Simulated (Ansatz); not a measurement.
# Worked example: ideal-gas entropy of C4H4N2 (SMILES c1ccnnc1)

A singlet with charge 0, relaxed at PBE0-D4/def2-TZVP (Ansatz 0.2.0):

```xyz
10

C     0.8038   -0.3009   -0.6244
C     0.0967   -1.0074    0.3200
C    -0.9156   -0.3258    0.9831
N    -1.2211    0.9435    0.7507
N    -0.5436    1.6203   -0.1543
C     0.4352    1.0236   -0.8207
H     1.6115   -0.7448   -1.1941
H     0.3093   -2.0457    0.5450
H    -1.5198   -0.8118    1.7421
H     0.9436    1.6490   -1.5474
```

Harmonic wavenumbers in cm⁻¹: 374, 376, 632, 681, 767, 788, 952, 991, 1024, 1041, 1063, 1095, 1111, 1176, 1221, 1320, 1449, 1496, 1634, 1637, 3187, 3191, 3207, 3220.

Masses in u: C 12.011, N 14.007, H 1.008. Take T = 298.15 K, p = 1 bar, R = 8.3145 J/(mol K), kT/hc = 207.22 cm⁻¹, rigid rotor and harmonic oscillator.

Task: Compute the standard molar entropy.

Result: 
1. Translation (Sackur–Tetrode): S = R[3/2 ln M + 5/2 ln T − 1.1517] with M = 80.09 gives 163.5 J/(mol K).
2. Rotation: principal moments 79.745, 83.538, 163.282 u Å² give A, B, C = 0.2114, 0.2018, 0.1032 cm⁻¹; the symmetry number is σ = 2; q = (√π/σ)√((kT/hc)³/ABC) = 39842; S = R(ln q + 3/2) = 100.5.
3. Vibration: with u = ν̃/207.22, each mode gives R[u/(eᵘ − 1) − ln(1 − e⁻ᵘ)]; the sum is 16.8, most from 374 cm⁻¹ (4.4), 376 cm⁻¹ (4.4), 632 cm⁻¹ (1.7).
4. Electronic: R ln 1 = 0.0, from the spin multiplicity alone.
5. Sum: 163.5 + 100.5 + 16.8 + 0.0 = 280.8 J/(mol K).

No measured value is set beside it here.
